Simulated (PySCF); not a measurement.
**Bond curve of SiB⁺**

Set-up: PySCF, no relativity, basis sets Si STO-3G, B STO-3G. Energies in eV from Si⁺ + B in their ground configurations at the same level. All curves are PBE0. state 1: ³Π (triplet), unpaired electrons σ ↑, π ↑; state 2: ³Σ⁻ (triplet), unpaired electrons π ↑↑, a second solution, started from another occupation; state 3: Ms = 0 determinant of mixed spin (⟨S²⟩ near 1.0), unpaired electrons σ ↓, π ↑, a second solution, started from another occupation; state 4: Ms = 0 determinant of mixed spin (⟨S²⟩ near 1.1), unpaired electrons π ↑↓, a mixture of terms (⟨Lz²⟩ = 2.0), a second solution, started from another occupation.

| R (Å) | state 1 | state 2 | state 3 | state 4 |
| --- | --- | --- | --- | --- |
| 1.748 | -3.076 | -3.533 | -2.656 | -3.086 |
| 1.829 | -3.572 | -3.672 | -3.171 | -3.248 |
| 1.910 | -3.847 | -3.637 | -3.469 | -3.238 |
| 1.971 | -3.944 | -3.530 | -3.583 | -3.151 |
| 2.032 | -3.968 | -3.374 | -3.627 | -3.015 |
| 2.093 | -3.937 | -3.185 | -3.616 | -2.846 |
| 2.174 | -3.834 | -2.905 | -3.538 | -2.589 |
| 2.276 | -3.643 | -2.545 | -3.373 | -2.250 |
| 2.398 | -3.372 | -2.139 | -3.124 | -1.852 |
| 2.560 | -2.998 | -1.675 | -2.770 | -1.386 |

**Question.** Put a parabola through the three lowest points of the state 1 curve and estimate Re, k and ωe (reduced mass 7.9 u; 1 eV/Å² = 0.16022 mdyn/Å; ωe = 1302.8·√(k/μ) cm⁻¹).

**Answer.** Through R = 1.971, 2.032, 2.093 Å the second-order coefficient is 7.39 eV/Å², so Re ≈ 2.028 Å, k ≈ 2.37 mdyn/Å and ωe ≈ 713 cm⁻¹. A polynomial fit of higher order to the unrounded PBE0 energies gives Re = 2.026 Å, k = 2.44 mdyn/Å, ωe = 724 cm⁻¹; anharmonicity and rounding make the difference.

The higher-order fit for each curve: state 1: Re = 2.026 Å, ωe = 724 cm⁻¹, De = 3.97 eV; state 2: Re = 1.849 Å, ωe = 908 cm⁻¹, minimum 3.68 eV below the ground-state fragments; state 3: Re = 2.048 Å, ωe = 688 cm⁻¹, minimum 3.63 eV below the ground-state fragments; state 4: Re = 1.863 Å, ωe = 874 cm⁻¹, minimum 3.26 eV below the ground-state fragments.

For an ion De counts to the pair picked by the measured ionisation energies or electron affinities, which need not be the lowest pair at this level. STO-3G is very small, so such numbers show the basis as much as the molecule. The state is the lowest determinant that a PBE0 search found; another state may lie lower at other levels.
